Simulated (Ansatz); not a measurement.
Consider W in the bcc (W type) structure (space group Im-3m, No. 229; a = 3.184 Å).

Method: plane-wave PAW DFT at the PBE level (Ansatz, an electronic-structure program, 420 eV), no spin-orbit coupling.

Modification: Mo takes the place of W on all its sites, then cell and atoms are relaxed.

Measured lattice parameter a: W 3.16 Å (static lattice; corrected from measurement; as listed in Daniel Mejia-Rodriguez, S. B. Trickey, Phys. Rev. B (2018)); Mo 3.141 Å (static lattice; corrected from measurement; as listed in Daniel Mejia-Rodriguez, S. B. Trickey, Phys. Rev. B (2018)).

Task: How well does PBE reproduce the measured shift?

Result: With PBE the lattice parameter a moves by -0.023 Å (3.184 → 3.161) against -0.019 Å measured.

Stability against distortions was not tested. The final runs are not spin-polarised.
